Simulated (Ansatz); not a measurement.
```xyz
2

N     0.0000    0.0000   -0.5489
N     0.0000    0.0000    0.5489
```

Basis set: 6-31G* (spherical functions). Correlated methods keep 2 orbitals frozen. Charge 0, multiplicity 1.

Computed with Ansatz (development build ahead of 0.2.0); each method stands on the lowest determinant of its kind that the runs found. Restricted open shells among the atoms or ions are ROHF, correlated in semicanonical orbitals with singles.

Give the atomization energy at this shape (free ground-state atoms in the same class of orbitals less the molecule, no zero-point energy) of singlet N₂ by RHF-MP2, RHF.

```csv
method,atomization energy
RHF-MP2,9.18 eV
RHF,4.84 eV
```
